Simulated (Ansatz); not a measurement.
Energy needed to pull apart C2H5 (SMILES [CH2]C), doublet, into free ground-state atoms, from the structure below (displaced at random from a GFN2-xTB minimum); no zero-point or spin–orbit terms; open-shell atoms are treated unrestricted, in their ground-state multiplicity.

```tsv
atom	x (Å)	y (Å)	z (Å)
C1	-0.1871	-0.7335	0.2524
C2	0.0878	0.4724	-0.1531
H3	-1.1772	-1.0144	-0.0611
H4	0.5989	-1.3303	0.3068
H5	1.1745	0.6730	-0.4805
H6	-0.1916	1.0748	0.8406
H7	-0.6452	0.6689	-0.9597
```

Computed with Ansatz 0.2.0 (basis: def2-TZVPP); correlated methods freeze the cores; orbitals are unrestricted. B3LYP uses VWN-RPA correlation.

```json
{"method": "PBE-D4", "atomization energy (kcal/mol)": "575.3"}
{"method": "r2SCAN-D4", "atomization energy (kcal/mol)": "570.1"}
{"method": "PBE0-D4", "atomization energy (kcal/mol)": "569.9"}
{"method": "B3LYP-D4", "atomization energy (kcal/mol)": "?"}
{"method": "wB97X-V", "atomization energy (kcal/mol)": "564.0"}
{"method": "wB97M-V", "atomization energy (kcal/mol)": "566.1"}
{"method": "HF", "atomization energy (kcal/mol)": "?"}
{"method": "MP2", "atomization energy (kcal/mol)": "551.6"}
{"method": "CCSD", "atomization energy (kcal/mol)": "545.6"}
{"method": "CCSD(T)", "atomization energy (kcal/mol)": "550.7"}
```

Question: What does B3LYP-D4 give? (To be estimated.)

Answer: By the calculation: 568.7 kcal/mol, which is about 18.0 kcal/mol more than CCSD(T)/def2-TZVPP.

Question: What does HF give? (Judge from chemistry; the value comes from the calculation.)

Answer: Computed: 424.7 kcal/mol, which is about 126.0 kcal/mol less than CCSD(T)/def2-TZVPP.

In triple zeta the MP2 and coupled-cluster atomization energies are still short of their basis limit by a few kcal/mol a bond, whereas those of the functionals are nearly converged, so these differences are not deviations from converged CCSD(T).

The T1 diagnostic stays at or below 0.012. ⟨S²⟩ of the unrestricted Hartree–Fock references: 0.76 (a pure state has 0.75).

For scale, one of the runs: CCSD(T)/def2-TZVPP forces, 132 basis functions (an equivalent command: `ansatz run in.yaml --threads 4`). Time: 53 s of wall clock on 4 CPU threads; the host was shared. Peak host memory: 2.8 GiB.
